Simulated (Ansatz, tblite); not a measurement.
Forces on the cluster Al3H2 at its B3LYP-D4/def2-TZVP geometry. Total charge 0; doublet.

The xTB rows come from tblite. The structure comes from a short search, and lower isomers may exist.

GFN1-xTB (tblite), largest force 1.90 eV/Å:

```xyz
5
positions Å, forces eV/Å
Al   -1.965    0.680    0.221   -0.668    0.232    0.075
Al   -0.383   -0.698   -1.136   -0.796    0.607    0.578
Al    0.357    0.700    1.144   -1.098    0.035   -0.348
H     1.685    0.960    2.006    1.631    0.228    0.928
H     0.306   -1.641   -2.234    0.931   -1.101   -1.233
```

GFN2-xTB (tblite), largest force 0.74 eV/Å:

```
Al -0.662 0.228 0.076
Al 0.008 0.273 0.395
Al -0.234 -0.193 -0.366
H 0.593 0.131 0.413
H 0.295 -0.440 -0.518
```

PBE0-D4/def2-TZVP (Ansatz), largest force 0.17 eV/Å:

```
Al 0.140 -0.051 -0.013
Al -0.043 0.105 0.127
Al -0.113 -0.041 -0.110
H 0.011 0.004 0.015
H 0.006 -0.018 -0.018
```
